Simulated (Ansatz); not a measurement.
# CH3: the cost of one run

Program: Ansatz 0.2.0. Level of theory: the levels named in each step. These are calculated values, not measurements.

### Step 1. The structure to begin with

Bond lengths: C1–H2 1.067 Å, C1–H3 1.067 Å, C1–H4 1.067 Å. Angles: H2–C1–H3 120.0°, H2–C1–H4 120.0°, H3–C1–H4 120.0°.

As a file:

```xyz
4

C     0.0000   -0.0001   -0.0005
H     1.0571   -0.1457    0.0280
H    -0.6542   -0.8428   -0.0328
H    -0.4030    0.9884    0.0103
```

### Step 2. A rough first relaxation, PBE-D4/def2-SVP

input.yaml

```yaml
crystal:
  periodic: [false, false, false]
  atoms:
    - { symbol: C, position_ang: [-3.0e-05, -5.0e-05, -0.00047] }
    - { symbol: H, position_ang: [1.05707, -0.14569, 0.02805] }
    - { symbol: H, position_ang: [-0.65423, -0.8428, -0.03284] }
    - { symbol: H, position_ang: [-0.40299, 0.98838, 0.01035] }
magnetization:
  spin_polarized: true
  initial_magnetization: 1
basis:
  gaussian: { orbitals: def2-SVP }
hamiltonian:
  xc: pbe
  dispersion: d4
relax:
  f_tol: 0.03
  max_steps: 200
```

Started as:

```bash
ansatz run input.yaml --threads 1 --pin off --max-ram 2560MiB --backend cpu --events-out ev --progress --plain --runs-dir out
```

Q: Estimate wall time and peak memory on 1 thread of Arm Neoverse N1, shared host.

About 2.8 s, with a peak of 0.086 GiB.
